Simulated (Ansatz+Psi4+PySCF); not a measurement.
A calculation with Psi4 1.11.

```
molecule {
1 2
P 0.000000 0.000000 1.159370
P 0.000000 0.000000 -1.159370
}

set basis cc-pV(T+d)Z
set reference uhf
set scf_type pk
energy('scf')
```

The input is written out from the run's settings.

Results

```json
{
  "Converged": "yes",
  "Total energy": "-681.09177 hartree",
  "Spin squared of the determinant": "0.758",
  "Occupied orbitals by symmetry in an Abelian subgroup (alpha; beta)": "5 Ag 1 B2g 1 B3g 4 B1u 2 B2u 2 B3u; 5 Ag 1 B2g 1 B3g 4 B1u 1 B2u 2 B3u"
}
```

This is not the lowest solution: another run reaches a determinant 1.20 eV lower.
